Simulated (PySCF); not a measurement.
Input for PySCF: R-MP2/6-31G* on C2H2 (SMILES C#C).

```python
from pyscf import gto, scf, dft, mp
from pyscf.data.elements import chemcore

mol = gto.M(
    atom='''
    C    -0.41254600    1.67817500    0.00000000
    C     0.41254600    2.56162700    0.00000000
    H    -1.13202600    0.89080900    0.00000000
    H     1.13465100    3.34577000    0.00000000
    ''',
    basis='6-31g*',
    cart=True,
    charge=0, spin=0, verbose=3, max_memory=1800)
mf = scf.RHF(mol)
mf.conv_tol = 1e-8
mf.max_cycle = 100
mf.kernel()
if not mf.converged:
    mf = mf.newton().run(mf.mo_coeff, mf.mo_occ)
pt = mp.MP2(mf, frozen=chemcore(mol)).run()
```

**Question.** Give the final energy of this run.

**Answer.** -77.0666 hartree.
